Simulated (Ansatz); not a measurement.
Task: a test of scalar relativity of H4OSi, SMILES O[SiH3], with Ansatz's Python interface. Give the script and its output. Level of theory (for the species named): B3LYP, cc-pVTZ basis, multiplicity 1.

```xyz
6

O     0.6099   -0.9822    0.3986
Si   -0.0571    0.3744   -0.1976
H     0.1066   -1.6224    0.8918
H    -1.1317    0.0436   -1.1349
H     1.0841    1.0000   -0.8452
H    -0.6118    1.1865    0.8873
```

Script `h4osi.py`:
```python
# -*- coding: utf-8 -*-
"""H4OSi with and without the spin-free two-component Hamiltonian."""

import ansatz
from ase import Atoms
import numpy as np


def main():
    atoms = Atoms(["O", "Si", "H", "H", "H", "H"], positions=[
        [0.60987, -0.98223, 0.39855],
        [-0.0571, 0.37443, -0.19755],
        [0.10661, -1.62242, 0.89184],
        [-1.13174, 0.04363, -1.13493],
        [1.08415, 1.00003, -0.84517],
        [-0.61179, 1.18655, 0.88727],
    ])
    system = ansatz.Crystal.molecule_from_ase(atoms)

    calc = system.calculation().functional("b3lyp").forces()
    # a set contracted for a scalar-relativistic Hamiltonian goes with the relativistic run
    sets = {"none": "cc-pVTZ", "scalar": "cc-pVTZ-DK"}
    found = {kind: calc.basis(gaussian=basis).pseudopotentials(relativity=kind).run().report for kind, basis in sets.items()}
    for kind, each in found.items():
        dipole = 4.803205 * np.linalg.norm(each["charge_distribution"]["dipole_moment_e_ang"])
        print(f"{kind:7s} E = {each['free_energy_ev']:.4f} eV  dipole {dipole:.3f} D  largest force component {np.abs(each['forces_ev_ang']).max():.4f} eV/A")
    print(f"relativity lowers the total energy by {found['none']['free_energy_ev'] - found['scalar']['free_energy_ev']:.3f} eV")


if __name__ == "__main__":
    main()
```

```console
$ python h4osi.py
none    E = -9992.5274 eV  dipole 1.263 D  largest force component 0.9250 eV/A
scalar  E = -10010.4984 eV  dipole 1.259 D  largest force component 0.9171 eV/A
relativity lowers the total energy by 17.971 eV
```

The total moves by -18.0 eV, nearly all in the cores, and the dipole from 1.26 to 1.26 D.

Notes:
- Total energies depend on the basis set; only differences at equal settings carry meaning.
- The geometry is a force-field or estimated start, not a minimum of this method. The basis set changes with the Hamiltonian (a set recontracted for scalar relativity), and most of the change in the total lies in the cores.
- b3lyp holds the VWN-RPA fit, as in Gaussian; the form of ORCA and Turbomole is b3lyp5.
- Hardware and time: 4.9 s on 1 thread of Arm Neoverse V2 (shared host), peak memory 0.24 GiB.
